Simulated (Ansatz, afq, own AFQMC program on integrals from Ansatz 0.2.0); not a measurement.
**Atomization energy of AlC, quartet**

```yaml
atoms:
  - { symbol: Al, position_ang: [0.0000, 0.0000, 0.0000] }
  - { symbol: C, position_ang: [0.0000, 0.0000, 1.9668] }
```

Atoms in their ground-state spins without spin–orbit coupling (mostly on UHF) minus the molecule (UHF), without zero-point energy. The geometry is a stationary point, not shown to be a minimum.

Basis cc-pVDZ. Noble-gas cores (and the filled d shells of Ga–Kr and In–Xe) are frozen. Integrals, coupled cluster, full CI and functionals: Ansatz 0.2.0; the random walks run on the same integrals in our own AFQMC program. The CISD trial takes its coefficients from CCSD amplitudes. Released means that phaseless walkers are propagated on without the constraint, phases kept. Free AFQMC starts from the CCSD state and is never constrained. Its projection time is finite, and what remains of the start isn't in its error. ± is one standard error of the sampling. The errors of all members are added in quadrature.

Full CI on the same integrals is exact in this basis and with this determinant's frozen core.

The best estimate is CCSD(T) at the basis-set limit (CBS: def2-TZVPP and def2-QZVPP, with their diffuse functions for anions and beside diffuse sets, CCSD(T) itself extrapolated) plus the step from CCSD(T) to full CI in cc-pVDZ. Rows without CBS are in cc-pVDZ; B2PLYP and the wave-function rows carry a basis error of their own. Core correlation and relativity beyond core potentials are missing, and ± holds the sampling alone.

Cautions: AlC (quartet): lower spins were not checked, raised T1 diagnostic (T1 0.044, weight of the determinant 0.87, largest double 0.09).

| level | atomization energy (kcal/mol) |
| --- | --- |
| MP2 | 70.4 |
| HF | 56.7 |
| CCSD | 67.2 |

Question: From these cheaper values, estimate the atomization energy at the level of the best estimate.

Answer: 79.4 kcal/mol (best estimate, highest rung FCI).

| level | atomization energy (kcal/mol) | error against the best estimate (kcal/mol) |
| --- | --- | --- |
| CCSD(T) | 69.0 | -10.4 |
| ph-AFQMC/CISD | 70.0 ± 0.2 | -9.4 ± 0.2 |
| released AFQMC | 70.1 ± 0.2 | -9.3 ± 0.2 |
| free AFQMC | 69.5 ± 0.2 | -9.9 ± 0.2 |
| FCI | 69.7 | -9.7 |
| HF/CBS | 60.7 | -18.7 |
| MP2/CBS | 79.3 | -0.1 |
| CCSD(T)/CBS | 78.7 | -0.7 |

Correlation beyond CCSD(T) adds 0.7 kcal/mol. Going to the basis-set limit adds 9.7 kcal/mol at CCSD(T). The perturbative (T) step is worth +1.8 kcal/mol.

Best estimates are given only where the step beyond CCSD(T) is under 0.3 eV and no member's determinant is very poor (T1 over 0.05, or 0.07 for open shells, ⟨S²⟩ too high by 0.3, two states mixed), so the hardest cases are missing from such tables.

Free projections are given only where their last times agree within the noise and don't stop above the reference; a slow remainder of the start can still hide under it. Each member of a difference takes its own highest rung, so a best estimate needn't equal the limit plus the step of one row. A walk keeps the symmetry of its determinant, which the program's search chose and which needn't be the lowest solution, so a lower state of the same spin and another symmetry isn't excluded. Released energies are given only where the last usable release times agree within the noise; a slower fall can still hide under it.
